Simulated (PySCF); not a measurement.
Na(Cl) anion (ClNa), SMILES [Na][Cl] (connectivity only; charge and spin as stated), charge -1, multiplicity 2. Atoms are numbered in the order given.

```xyz
2

Na     0.0000     0.0000    -1.5310
Cl     0.0000     0.0000     0.9907
```
Charge -1, spin multiplicity 2.

Geometry: PBE-D3(BJ)/def2-TZVPD. The multiplicity is an assumed one; other spin states were not compared.

Computed with PBE/def2-TZVPD (PySCF).

Mulliken values depend strongly on the basis, most of all with diffuse functions as here. ESP charges are fitted to the potential on shells at 1.4 to 2.0 van der Waals radii. Atomic charges (e):

```json
[
 {"atom": "Na1", "ESP fit": "-0.52", "meta-Löwdin": "-0.06", "Mulliken": "-0.22", "Mulliken spin": "1.05"},
 {"atom": "Cl2", "ESP fit": "-0.48", "meta-Löwdin": "-0.94", "Mulliken": "-0.78", "Mulliken spin": "-0.05"}
]
```
